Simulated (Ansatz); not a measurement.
# C₂H₃NS: one species, many methods

Aim: compute C₂H₃NS with functionals from several rungs and with coupled cluster, and see how far each lands from CCSD(T) at the basis-set limit for the atomisation energy.

Method: functionals in def2-TZVPP, the program's frozen cores in correlated methods; program: Ansatz 0.2.0, Gaussian basis.

Levels to be run: LDA (SPW92), PBE-D4, revPBE-D4, BLYP-D4, r2SCAN-D4, B97M-V, PBE0-D4, B3LYP-D4, r2SCANh-D4, r2SCAN0-D4, HSE06-D4, BHLYP-D4, CAM-B3LYP-D4, LC-ωPBE, ωB97X-V, ωB97M-V, B2PLYP, PBE-QIDH; CCSD(T)/def2-SVP; CCSD(T)/def2-TZVPP; MP2/def2-QZVPP; extrapolation to the limit; RPA on PBE.

**1. Structure used throughout**

An earlier PBE0-D4 in a triple-zeta def2 set relaxation fixed the geometry.

SMILES `SC1C=N1`, 7 atoms, charge 0, spin multiplicity 1.

Atoms are counted from 1 here; the program's logs count them from 0.

Bond lengths: S1–C2 1.778 Å, S1–H5 1.344 Å, C2–C3 1.438 Å, C2–N4 1.525 Å, C2–H6 1.086 Å, C3–N4 1.246 Å, C3–H7 1.082 Å. Angles: C2–S1–H5 96.6°, S1–C2–C3 120.5°, S1–C2–N4 120.1°, S1–C2–H6 115.0°, C3–C2–N4 49.7°, C3–C2–H6 120.0°, N4–C2–H6 115.9°, C2–C3–N4 68.8°, C2–C3–H7 151.0°, N4–C3–H7 140.1°, C2–N4–C3 61.6°.

**2. LDA**

This LDA is Slater exchange with PW92 correlation.

File in.yaml:

```yaml
crystal:
  periodic: [false, false, false]
  atoms:
    - {symbol: S, position_ang: [-0.740979, 0.584554, -1.426555]}
    - {symbol: C, position_ang: [0.133372, 0.292624, 0.094115]}
    - {symbol: C, position_ang: [0.675443, -1.007132, 0.385222]}
    - {symbol: N, position_ang: [-0.349311, -0.784690, 1.058873]}
    - {symbol: H, position_ang: [-1.632891, 1.456249, -0.926220]}
    - {symbol: H, position_ang: [0.567661, 1.177135, 0.549774]}
    - {symbol: H, position_ang: [1.407806, -1.786740, 0.219191]}
basis:
  gaussian: {orbitals: def2-TZVPP}
hamiltonian: {xc: lda}
output: {orbitals: {seedname: orbitals}}
```

The run is started by

```sh
$ ansatz run in.yaml --threads 2 --pin off --events-out ev --progress --plain --max-ram 4352MiB
```

After this run come: PBE-D4 (GGA); revPBE-D4 (GGA); BLYP-D4 (GGA); r2SCAN-D4 (meta-GGA); B97M-V (meta-GGA); B3LYP-D4 (hybrid); r2SCANh-D4 (hybrid); r2SCAN0-D4 (hybrid); HSE06-D4 (hybrid); BHLYP-D4 (hybrid); CAM-B3LYP-D4 (range-separated); LC-ωPBE (range-separated); ωB97X-V (range-separated); ωB97M-V (range-separated); B2PLYP (double hybrid); PBE-QIDH (double hybrid); CCSD(T) in def2-SVP; CCSD(T) in def2-TZVPP; MP2 in def2-QZVPP; RPA on PBE orbitals.

Before running them: what should the planned runs give, taken together? Wanted: atomisation energy, CCSD(T)/CBS; farthest beyond LDA; mean size of error, GGA; mean size of error, meta-GGA; mean size of error, hybrid; mean size of error, range-separated; mean size of error, double hybrid; gap, smallest and largest; T1 diagnostic.

**Answer**, as computed:

| quantity | value |
| --- | --- |
| atomisation energy, CCSD(T)/CBS | 2618.9 kJ/mol |
| functionals within 13.1 kJ/mol (0.5 %) | B3LYP-D4, r2SCANh-D4, CAM-B3LYP-D4, LC-ωPBE, PBE-QIDH |
| farthest beyond LDA | PBE-D4 (+139.2 kJ/mol) |
| mean size of error, GGA | 78.0 kJ/mol |
| mean size of error, meta-GGA | 21.2 kJ/mol |
| mean size of error, hybrid | 48.6 kJ/mol |
| mean size of error, range-separated | 20.4 kJ/mol |
| mean size of error, double hybrid | 13.2 kJ/mol |
| gap, smallest and largest | 3.63 eV (LDA (SPW92)), 11.41 eV (LC-ωPBE) |
| T1 diagnostic | 0.0119 |
| triples share of the correlation energy | 4.8 % |

The LDA atomisation energy is off by 502.5 kJ/mol (19 %): it overbinds. PBE-D4 misses by +139.2 kJ/mol. Double hybrids carry the basis error of their MP2 part in triple zeta, and no dispersion term here, so their miss is partly the set-up's. Taken by rung, double hybrid functionals do best (13.2 kJ/mol on average) and GGA ones worst beyond LDA (78.0 kJ/mol). The reference freezes the cores and leaves out relativity and excitations past (T), so misses under about 13.1 kJ/mol can't be ranked. Hartree-Fock recovers 65 % of the binding; the rest is correlation. CCSD(T) in def2-SVP is off by -161.5 kJ/mol, which most functionals beat. The gap grows from 3.6 to 11.4 eV across the functionals, mostly with the share of exact exchange.
